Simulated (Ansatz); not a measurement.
# C₂H₂O₂ (singlet): wave-function methods side by side, cc-pVDZ

One table from this session's results is given with a row withheld; the runs are named, their logs left out.

Program: Ansatz 0.2.0, Gaussian basis. Level of theory: cc-pVDZ, core rule «outside noble gas», up to 4 orbitals frozen. These are calculated values, not measurements.

To be run: UHF; CCSD(T) on RHF; CCSD(T) on UHF; BCCD(T) on RHF; CISD; CCSDT(Q) on RHF; CASSCF and MRCISD+Q, 8 electrons in 8 orbitals; CASSCF and MRCISD+Q(relaxed), 8 electrons in 8 orbitals; CASSCF and NEVPT2, 8 electrons in 8 orbitals.

19 further runs of the same task are left out: 2 that didn't finish, 17 set aside as unsound or not needed.

**The system**

The geometry is an MP2(full)/6-31G* stationary point (not a proven minimum).

6 atoms, charge 0, spin multiplicity 1.

Atoms are counted from 1 here; the program's logs count them from 0.

Bond lengths: C1–C2 1.513 Å, C1–O3 1.223 Å, C1–H4 1.106 Å, C2–O5 1.223 Å, C2–H6 1.106 Å. Angles: C2–C1–O3 121.2°, C2–C1–H4 115.3°, O3–C1–H4 123.5°, C1–C2–O5 121.2°, C1–C2–H6 115.3°, O5–C2–H6 123.5°.

The first run:

Contents of in.yaml:

```yaml
crystal:
  periodic: [false, false, false]
  atoms:
    - {symbol: C, position_ang: [0.000000, 0.756430, 0.000000]}
    - {symbol: C, position_ang: [0.000000, -0.756430, 0.000000]}
    - {symbol: O, position_ang: [1.046090, 1.389916, 0.000000]}
    - {symbol: H, position_ang: [-0.999940, 1.228191, 0.000000]}
    - {symbol: O, position_ang: [-1.046090, -1.389916, 0.000000]}
    - {symbol: H, position_ang: [0.999940, -1.228191, 0.000000]}
basis:
  gaussian: {orbitals: cc-pVDZ}
magnetization: {spin_polarized: true, initial_magnetization: 0}
hamiltonian: {xc: hf}
output: {orbitals: {seedname: orbitals}}
```

On the command line:

```
$ ansatz run in.yaml --threads 1 --pin off --events-out ev --progress --plain --max-ram 4096MiB --backend cpu
```

Steps of the session up to this table: UHF; CCSD(T) on RHF; CCSD(T) on UHF; BCCD(T) on RHF; CISD; CCSDT(Q) on RHF; CASSCF and MRCISD+Q, 8 electrons in 8 orbitals; CASSCF and MRCISD+Q(relaxed), 8 electrons in 8 orbitals; CASSCF and NEVPT2, 8 electrons in 8 orbitals.

One of the session's tables, all rows but one given; the rest of the session is left out.

| method | from RCCSDT(Q) (kJ/mol) |
| --- | --- |
| RHF | +1742.8 |
| UHF | +1737.7 |
| RMP2 | +115.7 |
| CISD | +293.3 |
| RCCSD | +67.0 |
| RCCSD(T) | +8.5 |
| BCCD(T) | +8.0 |
| RCCSDT | +6.5 |
| RCCSDT(Q) | 0 |
| CASSCF frontier | +1348.0 |
| NEVPT2 frontier | ? |
| MRCISD frontier | +172.8 |
| MRCISD+Q frontier | +29.4 |
| MRCISD+Q(relaxed) frontier | +25.4 |

Estimate the missing values for NEVPT2 frontier.

As computed: from RCCSDT(Q) (kJ/mol): +179.6. In the column «from RCCSDT(Q) (kJ/mol)» it lies between MRCISD frontier (+172.8) and CISD (+293.3).

To keep in mind: Warnings: restricted reference is unstable; spin contamination.
